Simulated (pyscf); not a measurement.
This saddle point was located with ωB97X-D3(BJ)/def2-SVP in PySCF.

```xyz
10

F     -0.2145     0.4192     1.2052
Mo    -1.2341     0.3108    -0.3433
F     -0.7968    -1.4071    -0.7841
F     -2.8336     0.8993    -1.0541
F     -2.4022    -0.4442     0.8406
F     -0.8722     2.1171    -0.4090
H      0.5715     0.4029    -0.7157
S     -0.8144     0.3911    -2.8615
H      0.3412     0.4720    -1.5964
H     -1.1097     1.7053    -2.9124
```
Charge 0, spin multiplicity 1.

Surface: singlet, charge 0. Lowest wavenumbers (cm⁻¹): 631i, 110, 146, 203, 253.

Task: What reaction is this the transition state of?

Result: `[F][MoH]([F])([F])([F])[F]` + `[SH2]` ⇌ `[F][Mo]([F])([F])([F])([F])[SH]` + `[H][H]`, a four-centre exchange read from left to right: H–Mo, H–S broken and Mo–S, H–H formed. At ωB97M-D3(BJ)/def2-TZVP it lies +62.3 kJ/mol from the left side and +94.6 kJ/mol from the right (each side as separated species at their lowest minima found). On the reactant side the descent ends in a bound adduct, 42.9 kJ/mol under the separated species and 90.0 kJ/mol under the saddle at ωB97X-D3(BJ)/def2-TZVP. At ωB97X-D3(BJ)/def2-TZVP the barrier from the zero used here is 47.1 kJ/mol. This is the saddle that the search found; another between the same sides may lie lower. Elements past Kr carry the def2 core potentials, without spin-orbit coupling.
